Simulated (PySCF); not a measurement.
Rock-salt MgO: correlation energy from several methods in one and the same small orbital space (PySCF; 2 atoms at the zone centre, 8 electrons in 55 orbitals, empty ones MP2 natural orbitals of a TZ basis, lattice constant set to 4.41735 Å). Its volume lies 15 % above that of the crystal's usual cell. It tests the methods against each other and lies far from the crystal's limit.

```
method    E_corr (eV per atom)  share of CCSDT(Q) (%)  difference (meV)
--------  --------------------  ---------------------  ----------------
MP2                    -3.1135                   88.3               411
CCSD                   -3.4121                   96.8               112
CCSD(T)                -3.5026                   99.4                22
CCSDT                  -3.5166                   99.8                 8
CCSDT(Q)               -3.5245                  100.0                 0
```

MP2, (T) and (Q) use filled levels shifted down by the Madelung term, which in so small a cell is a large part of the gap, so these rows hang on it.

CCSDT(Q) is the highest level reached here, not an exact value.
